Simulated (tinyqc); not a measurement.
Hueckel theory of the pi electrons, for the molecule C1=CC=C1 (SMILES; centres numbered as the heavy atoms are written), step by step. Computed by tinyqc, a small Python program that keeps every step. Settings: charge = 0. Command: `OMP_NUM_THREADS=1 python tinyqc.py 30561 30562 out.jsonl` (the two numbers bound the seeds that draw the settings). One thread of a shared host (Intel(R) Xeon(R) Processor @ 2.60GHz), about 0.01 s of CPU time with the checks.

## The Hueckel matrix

Centres:

| centre | z_r, pi electrons of the neutral centre | h |
|---|---|---|
| 1C | 1 | 0.000000 |
| 2C | 1 | 0.000000 |
| 3C | 1 | 0.000000 |
| 4C | 1 | 0.000000 |

Bonds:

| i | j | k |
|---|---|---|
| 1 | 2 | 1 |
| 2 | 3 | 1 |
| 3 | 4 | 1 |
| 4 | 1 | 1 |

H_rr = alpha + h_r beta, H_rs = k_rs beta for bonded centres.

Hueckel matrix in units of beta (H = alpha + beta A):
```
          1C        2C        3C        4C
1C  0.000000  1.000000  0.000000  1.000000
2C  1.000000  0.000000  1.000000  0.000000
3C  0.000000  1.000000  0.000000  1.000000
4C  1.000000  0.000000  1.000000  0.000000
```

## Orbitals

pi electrons, sum of z_r less the charge = 4

Diagonalise; E = alpha + x beta with beta < 0, so the largest x are filled first; degenerate levels share their electrons. P = sum n_i c_ri c_si; each orbital has its largest coefficient positive (the first on a tie).

x values: 2.000000  0.000000  0.000000  -2.000000

occupations: 2.000000  1.000000  1.000000  0.000000

coefficients:
```
         MO1        MO2        MO3        MO4
1C  0.500000   0.705067   0.053675   0.500000
2C  0.500000  -0.053675   0.705067  -0.500000
3C  0.500000  -0.705067  -0.053675   0.500000
4C  0.500000   0.053675  -0.705067  -0.500000
```

charge and bond-order matrix P:
```
          1C        2C        3C        4C
1C  1.000000  0.500000  0.000000  0.500000
2C  0.500000  1.000000  0.500000  0.000000
3C  0.000000  0.500000  1.000000  0.500000
4C  0.500000  0.000000  0.500000  1.000000
```

Within a degenerate level the vectors are fixed only up to a rotation; this is one choice.

## Energy, charges, bond orders

E = sum n x; q_r = z_r - P_rr; bond order p = P_rs; free valence = sqrt(3) - sum of p over the bonds of the atom.

pi energy = 4 alpha + this times beta = 4.000000

pi charges: 1C 0.000000, 2C 0.000000, 3C 0.000000, 4C 0.000000

Bond orders and lengths from R = 1.517 - 0.180 p (angstrom, C-C alone):

| bond | p | R |
|---|---|---|
| 1-2 | 0.500000 | 1.427000 |
| 2-3 | 0.500000 | 1.427000 |
| 3-4 | 0.500000 | 1.427000 |
| 4-1 | 0.500000 | 1.427000 |

free valence of the carbons: 1C 0.732051, 2C 0.732051, 3C 0.732051, 4C 0.732051

gap between the highest filled and the next level = 2.000000 |beta|
